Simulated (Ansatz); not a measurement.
Ideal-gas functions of C₂HClO₂, SMILES `O=C=C(O)Cl` at 400 K and 1 bar, from an Ansatz frequency run at PBE0-D4/def2-TZVP.

Molar mass 92.48 g/mol, point group C1 (symmetry number 1), electronic degeneracy 1, moments of inertia 77.553, 165.57, 241.695 u Å². Harmonic wavenumbers (cm⁻¹, unscaled): 164, 282, 338, 399, 495, 592, 719, 1118, 1260, 1452, 2260, 3776.

Use S(trans) = R[1.5 ln M + 2.5 ln T − 1.1517]; rotational temperatures θ = 24.2544 K / I; S(rot) = R[ln(√π/σ · √(T³/θAθBθC)) + 1.5]; for each mode x = 1.438777 ν̃/T, S = R[x/(eˣ − 1) − ln(1 − e⁻ˣ)] and H = RT x/(eˣ − 1); 1 cm⁻¹ = 0.0119627 kJ/mol; R = 8.31446 J/(mol·K).

Question: By hand: the entropy, in J/(mol·K).

Answer: Translation 171.4. Rotation: θ = 0.3127, 0.1465, 0.1004 K, giving 114.3. Vibration, mode by mode: 12.82, 8.54, 7.18, 5.99, 4.54, 3.44, 2.40, 0.76, 0.50, 0.28, 0.02, 0.00, in all 46.5. Electronic 0.0. Sum 332.2 J/(mol·K).

Question: By hand: H − E and G − E in kJ/mol, counted from the electronic energy.

Answer: Zero-point energy ½ × 12855 × 0.0119627 = 76.9; thermal vibration 10.9; translation, rotation and pV give 4 RT = 13.3. H − E = 101.1 kJ/mol, and G − E = 101.1 − 400 × 332.2/1000 = -31.8 kJ/mol.

Vibration gives 14 % of the entropy. The sum counts one conformer and one mirror image; others add a mixing term.
